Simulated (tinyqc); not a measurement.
Born-Oppenheimer dynamics on the RHF/sto-3g surface (energies and gradients from PySCF), for CH3-, spin multiplicity 1, step by step. The basis has no diffuse functions, so it cannot describe the extra electron: this is an exercise in the method, not the real anion. Computed by tinyqc, a small Python program that keeps every step (integrals from PySCF). Settings: charge = -1, multiplicity = 1, basis = sto-3g, time step (fs) = 0.5, steps = 24. Command: `OMP_NUM_THREADS=1 python tinyqc.py 21599 21600 out.jsonl` (the two numbers bound the seeds that draw the settings). One thread of a shared host (Intel(R) Xeon(R) Processor @ 2.60GHz), about 2 s of CPU time with the checks.

positions (bohr):
```
            x          y          z
1C  -0.068030  -0.077479   0.081258
2H   1.855711   0.028346  -0.056692
3H  -1.046908   1.653510   0.045353
4H  -0.831479  -1.687525  -0.026456
```

The total energy should stay constant up to terms of order dt^2; the step counts as short enough if it moves by less than 2 % of the largest kinetic energy.

Trajectory:

| time (fs) | 1C-2H (angstrom) | potential (hartree) | kinetic (hartree) | total (hartree) |
|---|---|---|---|---|
| 0.000000 | 1.022149 | -38.77980508 | 0.00747061 | -38.77233447 |
| 0.500000 | 1.026989 | -38.77845909 | 0.00618307 | -38.77227602 |
| 1.000000 | 1.036216 | -38.78275188 | 0.01023809 | -38.77251379 |
| 1.500000 | 1.048722 | -38.78918175 | 0.01639424 | -38.77278752 |
| 2.000000 | 1.063143 | -38.79345220 | 0.02056885 | -38.77288334 |
| 2.500000 | 1.077993 | -38.79368639 | 0.02087040 | -38.77281599 |
| 3.000000 | 1.091809 | -38.79052260 | 0.01783656 | -38.77268604 |
| 3.500000 | 1.103283 | -38.78573838 | 0.01317441 | -38.77256398 |
| 4.000000 | 1.111364 | -38.78114223 | 0.00866530 | -38.77247693 |
| 4.500000 | 1.115330 | -38.77807987 | 0.00565113 | -38.77242875 |
| 5.000000 | 1.114820 | -38.77731623 | 0.00490014 | -38.77241608 |
| 5.500000 | 1.109858 | -38.77905559 | 0.00661961 | -38.77243598 |
| 6.000000 | 1.100859 | -38.78297795 | 0.01049000 | -38.77248795 |
| 6.500000 | 1.088624 | -38.78825515 | 0.01568261 | -38.77257254 |
| 7.000000 | 1.074311 | -38.79357046 | 0.02088486 | -38.77268560 |
| 7.500000 | 1.059359 | -38.79723238 | 0.02442625 | -38.77280613 |
| 8.000000 | 1.045366 | -38.79756711 | 0.02468886 | -38.77287825 |
| 8.500000 | 1.033893 | -38.79382055 | 0.02100939 | -38.77281116 |
| 9.000000 | 1.026248 | -38.78744771 | 0.01488765 | -38.77256006 |
| 9.500000 | 1.023305 | -38.78249823 | 0.01021929 | -38.77227894 |
| 10.000000 | 1.025434 | -38.78316913 | 0.01091748 | -38.77225165 |
| 10.500000 | 1.032531 | -38.78987208 | 0.01736876 | -38.77250333 |
| 11.000000 | 1.044073 | -38.79889713 | 0.02613546 | -38.77276168 |
| 11.500000 | 1.059180 | -38.80614962 | 0.03330312 | -38.77284649 |
| 12.000000 | 1.076709 | -38.80992713 | 0.03713837 | -38.77278876 |

Is the time step short enough?

Yes. The total energy moves within 6.3e-04 hartree, under 2 % of the largest kinetic energy.
